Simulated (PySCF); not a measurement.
Dipole moment and polarisability of cyclopropylisocyanide

Species: cyclopropylisocyanide, C₄H₅N.
SMILES with atom numbers: `[C-:1]#[N+:2][CH:3]1[CH2:4][CH2:5]1` (hydrogens: H6 on C3; H7, H8 on C4; H9, H10 on C5)

Cartesian coordinates in Å at the GFN2-xTB level; atoms count from 1:
```
atom  x, y, z in Å
C1     2.633   -0.811   -0.178
N2     1.559   -0.525    0.170
C3     0.285   -0.185    0.568
C4    -0.412    0.949   -0.132
C5    -0.861   -0.459   -0.368
H6     0.134   -0.315    1.634
H7     0.124    1.451   -0.923
H8    -1.032    1.601    0.464
H9    -0.628   -0.913   -1.319
H10   -1.793   -0.788    0.063
```

Level: CAM-B3LYP/def2-SVPD (PySCF), static field, nuclei fixed, core orbitals frozen in the response. The polarisability tensor in these axes (au):

```
x   61.83 -5.48 -1.13
y   -5.48 45.71  0.69
z   -1.13  0.69 42.14
```

Problem. What are the eigenvalues, a third of the trace, and Δα (Δα² = ½Σ(αi − αj)² over the three pairs)?

Solution. Principal values 42.01, 44.08 and 63.59 au; mean 49.89 au = 7.39 Å³ = 8.23 × 10⁻⁴⁰ C²·m²/J; Δα = 20.63 au (41 % of the mean).

Problem. What is the dipole moment, and where does it point?

Solution. (-3.81, 1.08, 0.80) D, 4.04 D in size, pointing from the negative to the positive side. Measured along this direction, the outermost atoms are C1 at the negative end and H8 and H10 at the positive end.

Problem. Traceless (Buckingham) quadrupole moment about the centre of nuclear charge: eigenvalues?

Solution. -9.76, 3.92, 5.84 D·Å. The values depend on the origin, since the dipole doesn't vanish. The electronic extent ⟨r²⟩ about the same centre is 385 bohr², a root-mean-square distance of 1.73 Å for the 36 electrons.

Problem. How large is μ²/3kT at 400 K beside α?

Solution. In Gaussian units μ²/3kT = 98.32 Å³ against 7.39 Å³, a ratio of 13.30; the Debye molar polarisation (4π/3)N_A(α + μ²/3kT) is 266.7 cm³/mol, leaving out the vibrational part.

Problem. Molar refractivity from α?

Solution. Lorentz–Lorenz: R = (4π/3)N_A α = 2.5225 cm³/(mol·Å³) × 7.39 Å³ = 18.7 cm³/mol, in the limit of long wavelengths.

Problem. Find the Langevin capture rate constant for NO+ (29.998 u) meeting this molecule (67.042 u), k = 2.342 × 10⁻⁹ cm³/s × √(α in Å³ / reduced mass in u).

Solution. The reduced mass is 20.72 u, so k = 1.40 × 10⁻⁹ cm³/s. The formula leaves out the permanent dipole, which adds to the capture rate.

Problem. Along which axes do the principal values lie, and how far do the nuclei extend along each?

Solution. Largest value along (0.95, -0.29, -0.06), where the nuclei span 4.24 Å; middle along (0.30, 0.94, 0.16), 2.54 Å; least along (0.01, -0.17, 0.99), 2.82 Å. The strongest response lies along the longest span, while the other two are in reverse order.

Isolated species at its GFN2-xTB geometry, gas phase.
